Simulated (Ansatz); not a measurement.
System: methanol, CH₄O (charge 0, singlet). 
Structure (B3LYP-D3(BJ)/def2-TZVP (Ansatz, a first-principles code) minimum search):
```
C
H 1 1.0891
H 1 1.0957 2 108.34
H 1 1.0957 2 108.34 3 -117.92
O 1 1.4207 2 106.80 3 121.04
H 5 0.9621 1 108.72 2 -180.00
```

Basis-set convergence of Hartree-Fock and CCSD correlation energies (hartree) with Ansatz. Valence correlation only, unless marked. No spin-orbit coupling. No relativistic terms.

| basis | functions | E(HF) | E(corr, CCSD) |
|---|---|---|---|
| def2-SVPD | 75 | -114.96499 | -0.37929 |
| def2-TZVPPD | 145 | ? | ? |

Q: What belongs in the gaps?

A: 
- def2-TZVPPD, E(HF): -115.09575
- def2-TZVPPD, E(corr, CCSD): -0.44826
